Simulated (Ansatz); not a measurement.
# LiNH radical (SMILES [Li][NH]): functionals against CCSD(T) at one geometry

One table from this session's results is given with a row withheld; the runs are named, their logs left out.

Program: Ansatz 0.2.0, Gaussian basis. Level of theory: single points in def2-TZVPP. These are calculated values, not measurements.

Cores are frozen in the correlated methods. The outer core shell of Li, Na, Mg and K is correlated. Orbitals are unrestricted.

### Where the work starts

SMILES `[Li][NH]`, 3 atoms, charge 0, spin multiplicity 2.

Atoms are counted from 1 here; the program's logs count them from 0.

Bond lengths: Li1–N2 1.807 Å, N2–H3 1.108 Å. Angles: Li1–N2–H3 155.0°.

Coordinates:

```
Li   -1.3293    0.8714   -0.5966
N    -0.1107   -0.2790    0.0790
H     0.8780   -0.5705    0.4866
```

Set-up of the first run:

run/in.yaml

```yaml
crystal:
  periodic: [false, false, false]
  atoms:
    - {symbol: Li, position_ang: [-1.329300, 0.871400, -0.596600]}
    - {symbol: N, position_ang: [-0.110700, -0.279000, 0.079000]}
    - {symbol: H, position_ang: [0.878000, -0.570500, 0.486600]}
basis:
  gaussian: {orbitals: def2-TZVPP}
magnetization: {spin_polarized: true, initial_magnetization: 1}
correlation: {method: ccsd_t}
scf: {omitted_lower_state_checks: [cluster_reference]}
output: {forces: true}
```

The command line of these runs was not kept.

Steps of the session up to this table: CCSD(T)/def2-TZVPP; PBE0-D4/def2-TZVPP; wB97M-V/def2-TZVPP; r2SCAN-D4/def2-TZVPP; PBE-D4/def2-TZVPP; SPW92/def2-TZVPP; BHLYP-D4/def2-TZVPP.

One table of the session follows, with a row left open; its other results are not shown here.

| method | RMS force component (eV/Å) | angle to CCSD(T) forces (°) | dipole (D) |
| --- | --- | --- | --- |
| CCSD(T) | 1.261 | reference | 5.34 |
| PBE0-D4 | ? | ? | ? |
| wB97M-V | 1.308 | 0.5 | 5.26 |
| r2SCAN-D4 | 1.256 | 0.5 | 5.23 |
| PBE-D4 | 1.098 | 2.3 | 4.95 |
| SPW92 | 1.074 | 7.2 | 4.91 |
| BHLYP-D4 | 1.447 | 2.0 | 5.37 |

Estimate the missing values for PBE0-D4.

**Answer.** RMS force component (eV/Å): 1.289; angle to CCSD(T) forces (°): 1.8; dipole (D): 5.23. In the column «RMS force component (eV/Å)» it lies between CCSD(T) (1.261) and wB97M-V (1.308).
